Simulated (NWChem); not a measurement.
## A calculation on hydrogen peroxide (H$_{2}$O$_{2}$)

SMILES: OO
```xyz
4

O     -0.2942     0.6453    -0.0547
O      0.2942    -0.6453    -0.0547
H      0.3673     1.1503     0.4376
H     -0.3673    -1.1503     0.4376
```
Charge 0, spin multiplicity 1.

The numbers come from NWChem runs, not from measurements. The geometry was optimised at PBE0/def2-SVP, a minimum by its harmonic frequencies. It is one conformer; others weren't searched.

Symmetry labels belong to the abelian group C2 used in the runs, with the axes of the coordinates shown.

Question: List the lowest 4 singlet excitations that CIS/def2-SVPD gives, with oscillator strengths.

Answer: 
| state | symmetry | energy (eV) | wavelength (nm) | f |
|---|---|---|---|---|
| 1 | a | 7.30 | 170 | 0.001 |
| 2 | b | 8.81 | 141 | 0.027 |
| 3 | b | 9.01 | 138 | 0.005 |
| 4 | a | 9.77 | 127 | 0.015 |
